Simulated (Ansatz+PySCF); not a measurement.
triplet O₂: levels of theory in one basis

| atom | x (Å) | y (Å) | z (Å) |
| --- | --- | --- | --- |
| O | 0.0000 | 0.0000 | -0.8912 |
| O | 0.0000 | 0.0000 | 0.8912 |

Basis set: cc-pVDZ (spherical functions). Correlated methods keep 2 orbitals frozen. Correlation on ROHF uses semicanonical orbitals with singles. Charge 0, multiplicity 3.

Computed with Ansatz (development build ahead of 0.2.0); each method stands on the lowest determinant of its kind that the runs found. NEVPT2 correlates all electrons. Active spaces start from the frontier orbitals, and the lowest solution found is given.

| method | E − E(ROHF) (eV) | <S²> of the determinant |
| --- | --- | --- |
| ROHF | 0.00 | 2.00 |
| UHF | -1.76 | 2.76 |
| ROHF-MP2 | -8.71 | – |
| UHF-MP2 | -7.84 | 2.76 |
| ROHF-CCSD | -9.80 | – |
| UHF-CCSD | -9.75 | 2.76 |
| ROHF-CCSD(T) | -10.33 | – |
| UHF-CCSDT(Q) | -10.90 | 2.76 |
| CASSCF(4,4) | -2.86 | – |
| SC-NEVPT2(12,8) | -9.48 | – |
| SC-NEVPT2(4,4) | -9.28 | – |

Q: What does CASSCF(12,8) give on the same scale?

A: -3.51 eV.

Q: Is a single determinant a sound starting point here?

A: It is doubtful. Unrestricted orbitals lower Hartree–Fock by 1.76 eV and <S²> is 2.76 where a pure state has 2.00, a sign of strong static correlation. The CASSCF(12,8) natural occupations are 2.00, 2.00, 1.80, 1.80, 1.73, 1.20, 1.20, 0.28. The CASSCF(4,4) natural occupations are 1.67, 1.00, 1.00, 0.33.

Caution for ROHF, ROHF-MP2, ROHF-CCSD, ROHF-CCSD(T): an unrestricted determinant lies well below. Caution for ROHF, UHF, ROHF-MP2, UHF-MP2, ROHF-CCSD, UHF-CCSD, ROHF-CCSD(T), UHF-CCSDT(Q): the determinant breaks the point group. Caution for UHF, UHF-MP2, UHF-CCSD, UHF-CCSDT(Q): the unrestricted determinant is spin contaminated. Caution for ROHF-MP2, UHF-MP2, ROHF-CCSD, UHF-CCSD, ROHF-CCSD(T), UHF-CCSDT(Q): large amplitudes, a single reference is doubtful. Caution for ROHF-MP2: forces differ strongly between restricted and unrestricted references. Caution for ROHF-MP2, UHF-MP2: another reference gives a lower total. Caution for UHF-MP2: MP2 forces lie far from those of the mean fields. Caution for ROHF-CCSD(T): the program doubts this total. Caution for UHF-CCSDT(Q): the amplitudes may be one of several solutions. Caution for CASSCF(4,4): other starts end on other solutions of this active space.
